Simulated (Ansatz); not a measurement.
# Ga2Sb: from a trial structure to a relaxed crystal

Theory: Ansatz, DFT PBE, scalar-relativistic, plane waves, PAW. Cutoff 420 eV, Γ-centred k mesh, Gaussian smearing, no spin polarisation in the final step.

The start is a random cell of Ga2Sb with space group Ama2 (No. 40), drawn with lower limits on the distances.

```
Ga Sb
1.0
     7.06425    0.00000    0.00000
     0.00000    3.85726    2.87328
     0.00000   -3.85726    2.87328
Ga Sb
4 2
Direct
  0.12500 0.71783 0.00000
  0.37500 0.71783 0.00000
  0.62500 0.00000 0.71783
  0.87500 0.00000 0.71783
  0.25000 0.34475 0.09475
  0.75000 0.09475 0.34475
```

Cell and atoms relax at zero pressure; the relaxation can't lower the symmetry of the start. After a coarse first stage the cell is made exact in the group found at 0.06 Å.

The zero of energy is the elements' standard structures at the same level; no fitted shifts are applied.

Q: What does it relax into?

A: It ends in Cmcm (No. 63). Conventional cell: a = 4.454 Å, b = 10.322 Å, c = 6.431 Å. Ga is coordinated by 2 Ga at 2.71–2.81 Å and 3 Sb at 2.91–3.00 Å (next Ga at 3.31 Å); Sb is coordinated by 6 Ga at 2.91–3.00 Å.

Space group Cmcm (No. 63). a = 4.454 Å, b = 10.322 Å, c = 6.431 Å, α = 90.00°, β = 90.00°, γ = 90.00°
```json
{"atom": "Ga", "site": "8f", "symmetry": "m..", "x": "0.5000", "y": "0.3661", "z": "0.4609"}
{"atom": "Sb", "site": "4c", "symmetry": "m2m", "x": "0.5000", "y": "0.1073", "z": "0.2500"}
```

Q: What are its volume, energy, density and gap?

A: The volume per atom is 24.64 Å³ and the density is 5.87 g/cm³. The energy over the elements is 0.09 eV/atom and the gap on the 10×10×6 mesh is 0 eV (a metal).

The final run used a 10×10×6 mesh on its 6-atom cell and 0.10 eV smearing. The k mesh leaves about 4 meV/atom of noise in metals. Spin–orbit coupling is left out. A structure relaxed within its symmetry needn't be a true minimum.

Cost: 2 runs of about 11 core-minutes in all, on Arm Neoverse V2 (shared hosts).